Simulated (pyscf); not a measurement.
Single points on ωB97X-D3(BJ)/def2-SVP structures (PySCF, gas phase). Correlated levels are frozen-core, on RHF or UHF. ΔMP2 is the change of the MP2 total energy from the triple- to the quadruple-zeta basis.

SMILES: [GeH2]([Cl])[SiH3]
```xyz
8

Si    -1.8445    -0.0213    -1.1966
Ge     0.2130    -1.0408    -1.7599
Cl     0.7647    -2.1704     0.0133
H     -1.6275     0.8689    -0.0225
H     -2.3583     0.7800    -2.3456
H     -2.8238    -1.0894    -0.8529
H      0.1211    -2.0482    -2.9140
H      1.3550    -0.0503    -2.0239
```
Charge 0, spin multiplicity 1.

**Question.** What is the homolytic dissociation enthalpy (298 K, CCSD(T)/def2-TZVPP + ΔMP2(QZVPP)) of the Ge–H bond of H₃Si–GeH₂–Cl, to H₃Si–GeH•–Cl + H•?

**Answer.** Ge–H to H₃Si–GeH•–Cl + H•: 82.3 kcal/mol. Other isomers of H₃Si–GeH•–Cl were not searched in full and may lie lower. The CCSD(T) − MP2 part came from Ansatz, without density fitting, on the same reference. The frozen core leaves the outer d or s,p core shells of the metals and heavy elements correlated in the MP2 and CC values, and def2-TZVPP describes them poorly, which can shift differences by a few kcal/mol. Elements up to Kr have no core potential and no relativistic terms here.
